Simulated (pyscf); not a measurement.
HO–In(OH)–OH (SMILES [OH][In]([OH])[OH]) → H₂O (SMILES O) + O=In–OH (SMILES [O]=[In][OH]), an elimination (singlet surface; In–O, H–O broken, H–O formed). Structures and frequencies: ωB97X-D3(BJ)/def2-SVP in PySCF. Correlated levels are frozen-core, on RHF or UHF. ΔMP2 is the change of the MP2 total energy from the triple- to the quadruple-zeta basis. Energies in kJ/mol from the reactant's lowest minimum found.

Small-basis levels: PySCF, no dispersion term, spherical d functions. 

Q: In single points SVWN5/6-31G*+LANL2DZ puts the saddle at 134.9 kJ/mol and the reaction energy at +279.6 kJ/mol. Should these be trusted to within a few kcal/mol? Compare with CCSD(T)/def2-TZVPP + ΔMP2(QZVPP).

A: CCSD(T)/def2-TZVPP + ΔMP2(QZVPP) gives ΔE‡ = 171.2 kJ/mol and ΔE = +220.1 kJ/mol. SVWN5/6-31G*+LANL2DZ lies 36.4 kJ/mol under it in the barrier and 59.5 kJ/mol over it in the reaction energy, so on this step it does not hold to within 12.6 kJ/mol. CCSD(T)/def2-TZVPP + ΔMP2(QZVPP) has limits of its own. On the product side the descent ends in an adduct with a In–O contact, 71.0 kJ/mol under the separated species and 6.9 kJ/mol under the saddle at ωB97X-D3(BJ)/def2-TZVP. At CCSD(T) the saddle lies under the separated products, which points to a path from their complex (located at ωB97X-D3(BJ) alone), and parting the products costs more than the saddle. What is counted as broken (In–O) persists as a longer contact in the product adduct; parting that adduct is a step of its own. This is the saddle that the search found; another between the same sides may lie lower. The CCSD(T) − MP2 part came from Ansatz, without density fitting, on the same reference. The frozen core leaves the outer d or s,p core shells of the metals and heavy elements correlated in the MP2 and CC values, and def2-TZVPP describes them poorly, which can shift differences by a few kcal/mol. In the def2 sets elements past Kr carry core potentials, without spin-orbit coupling.
